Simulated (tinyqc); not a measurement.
Worked calculation (part 1 of 2): RKS/BP86 in the sto-6g basis, for H2O, spin multiplicity 1. Computed by tinyqc, a small Python program that keeps every step (integrals from PySCF). Settings: charge = 0, multiplicity = 1, basis = sto-6g, energy threshold = 1e-10, iteration cap = 59, orthogonalisation = canonical, start = core, DIIS depth = 8, method = RKS, functional = b88,p86, grid = [10, 86]. Command: `OMP_NUM_THREADS=1 python tinyqc.py 24427 24428 out.jsonl` (the two numbers bound the seeds that draw the settings). One thread of a shared host (Intel(R) Xeon(R) Processor @ 2.60GHz), about 1 s of CPU time with the checks. Later iterations appear only in the table of the cycle.

## One-electron integrals

Geometry (angstrom):
```
atom       x        y       z
O     0.0000   0.0000  0.0000
H     0.0000   0.8000  0.5110
H     0.0000  -0.8180  0.5230
```

Basis sto-6g: exponents (1/bohr^2) and contraction coefficients of normalised primitives:
```
element  l (shell)   exponent  coefficient
O            s (1)  1355.5842       0.0092
O            s (1)   248.5449       0.0494
O            s (1)    69.5339       0.1685
O            s (1)    23.8868       0.3706
O            s (1)     9.2759       0.4165
O            s (1)     3.8203       0.1303
O            s (2)    52.1878      -0.0133
O            s (2)    10.3293      -0.0470
O            s (2)     3.2103      -0.0338
O            s (2)     1.2351       0.2502
O            s (2)     0.5364       0.5951
O            s (2)     0.2459       0.2407
O            p (3)    52.1878       0.0038
O            p (3)    10.3293       0.0377
O            p (3)     3.2103       0.1739
O            p (3)     1.2351       0.4180
O            p (3)     0.5364       0.4259
O            p (3)     0.2459       0.1017
H            s (1)    35.5232       0.0092
H            s (1)     6.5131       0.0494
H            s (1)     1.8221       0.1685
H            s (1)     0.6260       0.3706
H            s (1)     0.2431       0.4165
H            s (1)     0.1001       0.1303
```

Overlap, kinetic and nuclear-attraction integrals over the contracted functions; the nuclear repulsion is the sum of Za Zb / Rab.

nuclear repulsion = 9.146973 hartree

overlap S:
```
         1O 1s   1O 2s  1O 2px   1O 2py  1O 2pz   2H 1s    3H 1s
1O 1s   1.0000  0.2311  0.0000   0.0000  0.0000  0.0564   0.0537
1O 2s   0.2311  1.0000  0.0000   0.0000  0.0000  0.4820   0.4679
1O 2px  0.0000  0.0000  1.0000   0.0000  0.0000  0.0000   0.0000
1O 2py  0.0000  0.0000  0.0000   1.0000  0.0000  0.3333  -0.3268
1O 2pz  0.0000  0.0000  0.0000   0.0000  1.0000  0.2129   0.2090
2H 1s   0.0564  0.4820  0.0000   0.3333  0.2129  1.0000   0.2162
3H 1s   0.0537  0.4679  0.0000  -0.3268  0.2090  0.2162   1.0000
```

kinetic energy T (hartree):
```
          1O 1s    1O 2s  1O 2px   1O 2py  1O 2pz    2H 1s    3H 1s
1O 1s   29.3272  -0.8960  0.0000   0.0000  0.0000  -0.0021  -0.0029
1O 2s   -0.8960   0.8426  0.0000   0.0000  0.0000   0.1319   0.1214
1O 2px   0.0000   0.0000  2.5313   0.0000  0.0000   0.0000   0.0000
1O 2py   0.0000   0.0000  0.0000   2.5313  0.0000   0.2427  -0.2288
1O 2pz   0.0000   0.0000  0.0000   0.0000  2.5313   0.1550   0.1463
2H 1s   -0.0021   0.1319  0.0000   0.2427  0.1550   0.7685   0.0000
3H 1s   -0.0029   0.1214  0.0000  -0.2288  0.1463   0.0000   0.7685
```

nuclear attraction V (hartree):
```
           1O 1s     1O 2s    1O 2px    1O 2py    1O 2pz    2H 1s    3H 1s
1O 1s   -62.3608   -6.4061    0.0000   -0.0006   -0.0176  -1.7933  -1.7056
1O 2s    -6.4061  -10.0882    0.0000   -0.0057   -0.1959  -3.9071  -3.7662
1O 2px    0.0000    0.0000  -10.0047    0.0000    0.0000   0.0000   0.0000
1O 2py   -0.0006   -0.0057    0.0000  -10.1818   -0.0028  -2.4211   2.3513
1O 2pz   -0.0176   -0.1959    0.0000   -0.0028  -10.0770  -1.6051  -1.5613
2H 1s    -1.7933   -3.9071    0.0000   -2.4211   -1.6051  -5.8573  -1.4072
3H 1s    -1.7056   -3.7662    0.0000    2.3513   -1.5613  -1.4072  -5.7753
```

core Hamiltonian H = T + V (hartree):
```
           1O 1s    1O 2s   1O 2px   1O 2py   1O 2pz    2H 1s    3H 1s
1O 1s   -33.0336  -7.3021   0.0000  -0.0006  -0.0176  -1.7954  -1.7085
1O 2s    -7.3021  -9.2456   0.0000  -0.0057  -0.1959  -3.7752  -3.6448
1O 2px    0.0000   0.0000  -7.4734   0.0000   0.0000   0.0000   0.0000
1O 2py   -0.0006  -0.0057   0.0000  -7.6505  -0.0028  -2.1784   2.1225
1O 2pz   -0.0176  -0.1959   0.0000  -0.0028  -7.5457  -1.4500  -1.4150
2H 1s    -1.7954  -3.7752   0.0000  -2.1784  -1.4500  -5.0888  -1.4071
3H 1s    -1.7085  -3.6448   0.0000   2.1225  -1.4150  -1.4071  -5.0067
```

## Two-electron integrals

Functions are numbered as in S; the eight-fold symmetry (ij|kl) = (ji|kl) = (kl|ij) leaves the list below.

Two-electron integrals (ij|kl) in chemists' order, unique and non-zero (hartree):
```
(11|11) 4.7875      (21|11) 0.6759      (21|21) 0.1215      (22|11) 1.1174
(22|21) 0.2492      (22|22) 0.8174      (31|31) 0.0258      (32|31) 0.0391
(32|32) 0.1807      (33|11) 1.1174      (33|21) 0.2492      (33|22) 0.8174
(33|33) 0.8807      (41|41) 0.0258      (42|41) 0.0391      (42|42) 0.1807
(43|43) 0.0475      (44|11) 1.1174      (44|21) 0.2492      (44|22) 0.8174
(44|33) 0.7857      (44|44) 0.8807      (51|51) 0.0258      (52|51) 0.0391
(52|52) 0.1807      (53|53) 0.0475      (54|54) 0.0475      (55|11) 1.1174
(55|21) 0.2492      (55|22) 0.8174      (55|33) 0.7857      (55|44) 0.7857
(55|55) 0.8807      (61|11) 0.1763      (61|21) 0.0304      (61|22) 0.0609
(61|33) 0.0607      (61|41) 0.0012      (61|42) 0.0024      (61|44) 0.0610
(61|51) 0.0008      (61|52) 0.0016      (61|54) 1.80e-04    (61|55) 0.0608
(61|61) 0.0077      (62|11) 0.4091      (62|21) 0.0924      (62|22) 0.3333
(62|33) 0.3279      (62|41) 0.0062      (62|42) 0.0448      (62|44) 0.3394
(62|51) 0.0040      (62|52) 0.0286      (62|54) 0.0073      (62|55) 0.3326
(62|61) 0.0232      (62|62) 0.1657      (63|31) 0.0105      (63|32) 0.0584
(63|43) 0.0093      (63|53) 0.0060      (63|63) 0.0241      (64|11) 0.2411
(64|21) 0.0553      (64|22) 0.2126      (64|33) 0.2029      (64|41) 0.0138
(64|42) 0.0857      (64|44) 0.2290      (64|51) 0.0021      (64|52) 0.0175
(64|54) 0.0107      (64|55) 0.2059      (64|61) 0.0145      (64|62) 0.1285
(64|64) 0.1229      (65|11) 0.1540      (65|21) 0.0353      (65|22) 0.1358
(65|33) 0.1296      (65|41) 0.0021      (65|42) 0.0175      (65|44) 0.1343
(65|51) 0.0119      (65|52) 0.0695      (65|54) 0.0124      (65|55) 0.1435
(65|61) 0.0093      (65|62) 0.0821      (65|64) 0.0631      (65|65) 0.0644
(66|11) 0.5357      (66|21) 0.1233      (66|22) 0.5060      (66|33) 0.4856
(66|41) 0.0112      (66|42) 0.1090      (66|44) 0.5291      (66|51) 0.0072
(66|52) 0.0696      (66|54) 0.0278      (66|55) 0.5033      (66|61) 0.0313
(66|62) 0.3112      (66|64) 0.2761      (66|65) 0.1764      (66|66) 0.7750
(71|11) 0.1677      (71|21) 0.0289      (71|22) 0.0579      (71|33) 0.0578
(71|41) -0.0012     (71|42) -0.0023     (71|44) 0.0580      (71|51) 0.0008
(71|52) 0.0015      (71|54) -1.71e-04   (71|55) 0.0579      (71|61) 0.0072
(71|62) 0.0212      (71|64) 0.0121      (71|65) 0.0085      (71|66) 0.0282
(71|71) 0.0070      (72|11) 0.3942      (72|21) 0.0891      (72|22) 0.3219
(72|33) 0.3166      (72|41) -0.0060     (72|42) -0.0435     (72|44) 0.3278
(72|51) 0.0038      (72|52) 0.0278      (72|54) -0.0071     (72|55) 0.3212
(72|61) 0.0215      (72|62) 0.1285      (72|64) 0.0686      (72|65) 0.0619
(72|66) 0.1974      (72|71) 0.0213      (72|72) 0.1554      (73|31) 0.0101
(73|32) 0.0561      (73|43) -0.0090     (73|53) 0.0058      (73|63) 0.0180
(73|73) 0.0224      (74|11) -0.2344     (74|21) -0.0537     (74|22) -0.2071
(74|33) -0.1977     (74|41) 0.0133      (74|42) 0.0828      (74|44) -0.2230
(74|51) -0.0020     (74|52) -0.0171     (74|54) 0.0104      (74|55) -0.2007
(74|61) -0.0123     (74|62) -0.0695     (74|64) -0.0197     (74|65) -0.0327
(74|66) -0.0946     (74|71) -0.0134     (74|72) -0.1216     (74|74) 0.1167
(75|11) 0.1499      (75|21) 0.0344      (75|22) 0.1324      (75|33) 0.1264
(75|41) -0.0020     (75|42) -0.0171     (75|44) 0.1310      (75|51) 0.0114
(75|52) 0.0670      (75|54) -0.0120     (75|55) 0.1399      (75|61) 0.0087
(75|62) 0.0623      (75|64) 0.0325      (75|65) 0.0475      (75|66) 0.1047
(75|71) 0.0086      (75|72) 0.0778      (75|74) -0.0603     (75|75) 0.0609
(76|11) 0.1417      (76|21) 0.0323      (76|22) 0.1245      (76|33) 0.1220
(76|41) -1.71e-05   (76|42) -1.89e-04   (76|44) 0.1248      (76|51) 0.0023
(76|52) 0.0189      (76|54) -4.45e-05   (76|55) 0.1267      (76|61) 0.0080
(76|62) 0.0596      (76|64) 0.0398      (76|65) 0.0333      (76|66) 0.1119
(76|71) 0.0076      (76|72) 0.0580      (76|74) -0.0393     (76|75) 0.0326
(76|76) 0.0258      (77|11) 0.5255      (77|21) 0.1210      (77|22) 0.4983
(77|33) 0.4782      (77|41) -0.0109     (77|42) -0.1070     (77|44) 0.5210
(77|51) 0.0070      (77|52) 0.0684      (77|54) -0.0274     (77|55) 0.4957
(77|61) 0.0291      (77|62) 0.2014      (77|64) 0.0953      (77|65) 0.1061
(77|66) 0.3227      (77|71) 0.0292      (77|72) 0.2996      (77|74) -0.2680
(77|75) 0.1714      (77|76) 0.1119      (77|77) 0.7750
```

## Orthogonalisation

S = U s U^T; canonical form X = U s^(-1/2), so that X^T S X = 1. Each column of U has its largest component positive (the first on a tie).

eigenvalues of S: 0.3451  0.4136  0.8966  1.0000  1.0785  1.3709  1.8953

X:
```
              1        2        3       4        5        6       7
1O 1s   -0.2943   0.0367   0.7647  0.0000  -0.6070  -0.0023  0.1591
1O 2s    1.1919  -0.1202  -0.2673  0.0000  -0.2661  -0.0048  0.4378
1O 2px   0.0000   0.0000   0.0000  1.0000   0.0000   0.0000  0.0000
1O 2py   0.1157   0.9617  -0.0007  0.0000   0.0035   0.6685  0.0065
1O 2pz   0.4828  -0.0504   0.6402  0.0000   0.6755  -0.0039  0.1762
2H 1s   -0.8561  -0.7771  -0.1554  0.0000   0.1249   0.3688  0.3791
3H 1s   -0.6411   0.9331  -0.1586  0.0000   0.1265  -0.3826  0.3686
```

## Starting guess

The start is the orbitals of the core Hamiltonian; D = 2 C_occ C_occ^T.

D at the start:
```
          1O 1s    1O 2s  1O 2px   1O 2py   1O 2pz    2H 1s    3H 1s
1O 1s    2.1282  -0.5969  0.0000  -0.0024  -0.0498   0.0936   0.0893
1O 2s   -0.5969   2.7610  0.0000   0.0189   0.3182  -0.4203  -0.3987
1O 2px   0.0000   0.0000  2.0000   0.0000   0.0000   0.0000   0.0000
1O 2py  -0.0024   0.0189  0.0000   2.4391   0.0076  -0.4253   0.4093
1O 2pz  -0.0498   0.3182  0.0000   0.0076   2.1521  -0.2332  -0.2239
2H 1s    0.0936  -0.4203  0.0000  -0.4253  -0.2332   0.1531   0.0049
3H 1s    0.0893  -0.3987  0.0000   0.4093  -0.2239   0.0049   0.1423
```

## Iteration 1: exchange-correlation on the grid

Becke grid with 10 radial and 86 angular points per atom, points of zero weight dropped. rho = sum D_ij phi_i phi_j; V_xc,ij = sum w v_xc phi_i phi_j plus the gradient terms; v_xc is d(rho eps)/d rho at fixed gradient.

The 8 grid points with the largest w rho, of 2576 (bohr, atomic units):
```
x              y        z       w     rho  |grad rho|^2   eps_xc     v_xc
-0.2251  -0.8268  -0.8268  0.1345  0.3468        0.9728  -0.6030  -0.7335
0.2251   -0.8268  -0.8268  0.1345  0.3468        0.9728  -0.6030  -0.7335
0.2251    0.8268  -0.8268  0.1344  0.3471        0.9762  -0.6032  -0.7336
-0.2251   0.8268  -0.8268  0.1344  0.3471        0.9762  -0.6032  -0.7336
-1.1042   0.0000   0.4456  0.1337  0.3474        0.9984  -0.6038  -0.7333
1.1042    0.0000   0.4456  0.1337  0.3474        0.9984  -0.6038  -0.7333
0.6874    0.6874  -0.6874  0.1355  0.3427        0.9482  -0.6009  -0.7306
-0.6874   0.6874  -0.6874  0.1355  0.3427        0.9482  -0.6009  -0.7306
```

electrons on the grid, sum of w rho = 9.9961

E_xc = sum of w rho eps_xc = -10.424262 hartree

V_xc (hartree):
```
          1O 1s    1O 2s   1O 2px   1O 2py   1O 2pz    2H 1s    3H 1s
1O 1s   -3.1542  -0.3876   0.0000  -0.0001  -0.0017  -0.1053  -0.1002
1O 2s   -0.3876  -0.8444   0.0000   0.0004   0.0020  -0.2958  -0.2849
1O 2px   0.0000   0.0000  -0.8472   0.0000   0.0000   0.0000   0.0000
1O 2py  -0.0001   0.0004   0.0000  -0.8401   0.0005  -0.1656   0.1613
1O 2pz  -0.0017   0.0020   0.0000   0.0005  -0.8442  -0.1050  -0.1023
2H 1s   -0.1053  -0.2958   0.0000  -0.1656  -0.1050  -0.2734  -0.0922
3H 1s   -0.1002  -0.2849   0.0000   0.1613  -0.1023  -0.0922  -0.2634
```

## Iteration 1: building the Kohn-Sham matrix

J_ij = sum D_kl (ij|kl); F = H + J + V_xc; E = tr D H + tr D J / 2 + E_xc + E_nn.

Coulomb J (hartree):
```
          1O 1s    1O 2s  1O 2px   1O 2py   1O 2pz   2H 1s    3H 1s
1O 1s   18.8586   3.3997  0.0000   0.0001   0.0043  0.8535   0.8120
1O 2s    3.3997   8.8863  0.0000  -0.0004  -0.0053  3.5101   3.3886
1O 2px   0.0000   0.0000  8.8918   0.0000   0.0000  0.0000   0.0000
1O 2py   0.0001  -0.0004  0.0000   8.8806  -0.0004  2.1894  -2.1331
1O 2pz   0.0043  -0.0053  0.0000  -0.0004   8.8865  1.3956   1.3608
2H 1s    0.8535   3.5101  0.0000   2.1894   1.3956  5.0991   1.2833
3H 1s    0.8120   3.3886  0.0000  -2.1331   1.3608  1.2833   5.0183
```

Kohn-Sham matrix F (hartree):
```
           1O 1s    1O 2s  1O 2px   1O 2py   1O 2pz    2H 1s    3H 1s
1O 1s   -17.3291  -4.2901  0.0000  -0.0006  -0.0150  -1.0473  -0.9967
1O 2s    -4.2901  -1.2037  0.0000  -0.0058  -0.1991  -0.5609  -0.5411
1O 2px    0.0000   0.0000  0.5713   0.0000   0.0000   0.0000   0.0000
1O 2py   -0.0006  -0.0058  0.0000   0.3900  -0.0027  -0.1546   0.1507
1O 2pz   -0.0150  -0.1991  0.0000  -0.0027   0.4966  -0.1595  -0.1565
2H 1s    -1.0473  -0.5609  0.0000  -0.1546  -0.1595  -0.2631  -0.2160
3H 1s    -0.9967  -0.5411  0.0000   0.1507  -0.1565  -0.2160  -0.2518
```

total energy of this density = -74.290687 hartree

## Iteration 1: diagonalisation and new density

Diagonalise F' = X^T F X, C = X C', fill 5 alpha and 5 beta electrons from the bottom; D = 2 C_occ C_occ^T. Each column has its largest component positive (the first on a tie).

F' = X^T F X (hartree):
```
         1        2        3       4        5        6        7
1   0.4642   0.0583   1.1894  0.0000  -0.9231   0.0321   0.4707
2   0.0583   0.8052  -0.1786  0.0000   0.1494   0.3428  -0.0711
3   1.1894  -0.1786  -7.7689  0.0000   8.0435   0.0352  -3.5733
4   0.0000   0.0000   0.0000  0.5713   0.0000   0.0000   0.0000
5  -0.9231   0.1494   8.0435  0.0000  -7.2284  -0.0356   3.4852
6   0.0321   0.3428   0.0352  0.0000  -0.0356   0.0092   0.0177
7   0.4707  -0.0711  -3.5733  0.0000   3.4852   0.0177  -2.0608
```

orbital energies (hartree): MO1 -17.3350, MO2 -0.4155, MO3 -0.1177, MO4 0.4085, MO5 0.5713, MO6 0.7385, MO7 0.9418

coefficients C:
```
            MO1      MO2      MO3      MO4     MO5      MO6      MO7
1O 1s    0.9951  -0.1610   0.0008  -0.2027  0.0000  -0.0953  -0.0073
1O 2s    0.0232   0.4588  -0.0007   1.0575  0.0000   0.6608   0.0567
1O 2px   0.0000   0.0000   0.0000   0.0000  1.0000   0.0000   0.0000
1O 2py   0.0002   0.0045  -0.2916  -0.0128  0.0000  -0.0485   1.1392
1O 2pz   0.0035   0.1590   0.0005  -0.3904  0.0000   0.9764   0.0436
2H 1s   -0.0062   0.4040  -0.6401  -0.4980  0.0000  -0.5642  -0.7190
3H 1s   -0.0058   0.3925   0.6617  -0.4929  0.0000  -0.6034   0.6372
```

D after iteration 1:
```
          1O 1s    1O 2s  1O 2px   1O 2py   1O 2pz    2H 1s    3H 1s
1O 1s    2.1146  -0.5302  0.0000   0.0036   0.1140   0.0585   0.0629
1O 2s   -0.5302   2.6585  0.0000  -0.0225  -0.6797  -0.6819  -0.6834
1O 2px   0.0000   0.0000  2.0000   0.0000   0.0000   0.0000   0.0000
1O 2py   0.0036  -0.0225  0.0000   0.1704   0.0111   0.3897  -0.3698
1O 2pz   0.1140  -0.6797  0.0000   0.0111   0.3555   0.5166   0.5104
2H 1s    0.0585  -0.6819  0.0000   0.3897   0.5166   1.6420  -0.0390
3H 1s    0.0629  -0.6834  0.0000  -0.3698   0.5104  -0.0390   1.6697
```

## Iteration 2: exchange-correlation on the grid

As before.

The 8 grid points with the largest w rho, of 2576 (bohr, atomic units):
```
x              y        z       w     rho  |grad rho|^2   eps_xc     v_xc
-1.1042   0.0000  -0.4456  0.1347  0.3326        0.8983  -0.5958  -0.7232
1.1042    0.0000  -0.4456  0.1347  0.3326        0.8983  -0.5958  -0.7232
-1.1907   0.0000   0.0000  0.1315  0.3332        0.8913  -0.5959  -0.7240
1.1907    0.0000   0.0000  0.1315  0.3332        0.8913  -0.5959  -0.7240
-1.1042  -0.4456   0.0000  0.1329  0.3073        0.7542  -0.5820  -0.7051
1.1042   -0.4456   0.0000  0.1329  0.3073        0.7542  -0.5820  -0.7051
-1.1042   0.4456   0.0000  0.1327  0.3062        0.7463  -0.5813  -0.7042
1.1042    0.4456   0.0000  0.1327  0.3062        0.7463  -0.5813  -0.7042
```

electrons on the grid, sum of w rho = 10.0060

E_xc = sum of w rho eps_xc = -9.180842 hartree

V_xc (hartree):
```
          1O 1s    1O 2s   1O 2px   1O 2py   1O 2pz    2H 1s    3H 1s
1O 1s   -3.1176  -0.3581   0.0000   0.0001   0.0062  -0.0982  -0.0934
1O 2s   -0.3581  -0.7464   0.0000   0.0006   0.0181  -0.3085  -0.2982
1O 2px   0.0000   0.0000  -0.7894   0.0000   0.0000   0.0000   0.0000
1O 2py   0.0001   0.0006   0.0000  -0.7301  -0.0013  -0.2061   0.2012
1O 2pz   0.0062   0.0181   0.0000  -0.0013  -0.7180  -0.1293  -0.1261
2H 1s   -0.0982  -0.3085   0.0000  -0.2061  -0.1293  -0.5518  -0.1130
3H 1s   -0.0934  -0.2982   0.0000   0.2012  -0.1261  -0.1130  -0.5501
```

## Iteration 2: building the Kohn-Sham matrix

As before.

Coulomb J (hartree):
```
          1O 1s    1O 2s  1O 2px   1O 2py   1O 2pz   2H 1s    3H 1s
1O 1s   16.5640   2.9079  0.0000  -0.0006  -0.0075  0.7328   0.6972
1O 2s    2.9079   7.7036  0.0000  -0.0029   0.0803  3.1916   3.0871
1O 2px   0.0000   0.0000  7.7340   0.0000   0.0000  0.0000   0.0000
1O 2py  -0.0006  -0.0029  0.0000   7.7209   0.0020  2.0598  -2.0136
1O 2pz  -0.0075   0.0803  0.0000   0.0020   7.6559  1.3481   1.3170
2H 1s    0.7328   3.1916  0.0000   2.0598   1.3481  5.1802   1.2191
3H 1s    0.6972   3.0871  0.0000  -2.0136   1.3170  1.2191   5.1366
```

Kohn-Sham matrix F (hartree):
```
           1O 1s    1O 2s   1O 2px   1O 2py   1O 2pz    2H 1s    3H 1s
1O 1s   -19.5872  -4.7522   0.0000  -0.0011  -0.0189  -1.1608  -1.1047
1O 2s    -4.7522  -2.2884   0.0000  -0.0081  -0.0975  -0.8922  -0.8559
1O 2px    0.0000   0.0000  -0.5288   0.0000   0.0000   0.0000   0.0000
1O 2py   -0.0011  -0.0081   0.0000  -0.6596  -0.0021  -0.3246   0.3102
1O 2pz   -0.0189  -0.0975   0.0000  -0.0021  -0.6077  -0.2312  -0.2241
2H 1s    -1.1608  -0.8922   0.0000  -0.3246  -0.2312  -0.4605  -0.3010
3H 1s    -1.1047  -0.8559   0.0000   0.3102  -0.2241  -0.3010  -0.4202
```

total energy of this density = -75.384413 hartree

## Iteration 2: DIIS over 2 matrices

error matrix X^T (FDS - SDF) X:
```
         1        2        3       4        5        6        7
1   0.0000   0.0041  -0.1934  0.0000  -0.4919  -0.0954  -0.4776
2  -0.0041   0.0000   0.0303  0.0000   0.0589  -0.8786   0.0350
3   0.1934  -0.0303   0.0000  0.0000  -0.2192   0.0093  -0.3136
4   0.0000   0.0000   0.0000  0.0000   0.0000   0.0000   0.0000
5   0.4919  -0.0589   0.2192  0.0000   0.0000   0.0046  -0.2585
6   0.0954   0.8786  -0.0093  0.0000  -0.0046   0.0000  -0.0014
7   0.4776  -0.0350   0.3136  0.0000   0.2585   0.0014   0.0000
```

B (overlaps of the stored error matrices):
```
                1               2
1   4.1380677e+00  -3.0816200e+00
2  -3.0816200e+00   3.0148660e+00
```

Minimise |sum c_i e_i|^2 with sum c_i = 1: solve [B -1; -1 0][c; lambda] = [0; -1] with B_ij = tr e_i^T e_j, and take F = sum c_i F_i.

DIIS coefficients: 0.4578  0.5422

extrapolated F (hartree):
```
           1O 1s    1O 2s   1O 2px   1O 2py   1O 2pz    2H 1s    3H 1s
1O 1s   -18.5534  -4.5407   0.0000  -0.0009  -0.0171  -1.1089  -1.0553
1O 2s    -4.5407  -1.7918   0.0000  -0.0070  -0.1440  -0.7405  -0.7118
1O 2px    0.0000   0.0000  -0.0251   0.0000   0.0000   0.0000   0.0000
1O 2py   -0.0009  -0.0070   0.0000  -0.1790  -0.0024  -0.2468   0.2372
1O 2pz   -0.0171  -0.1440   0.0000  -0.0024  -0.1021  -0.1983  -0.1931
2H 1s    -1.1089  -0.7405   0.0000  -0.2468  -0.1983  -0.3701  -0.2621
3H 1s    -1.0553  -0.7118   0.0000   0.2372  -0.1931  -0.2621  -0.3431
```
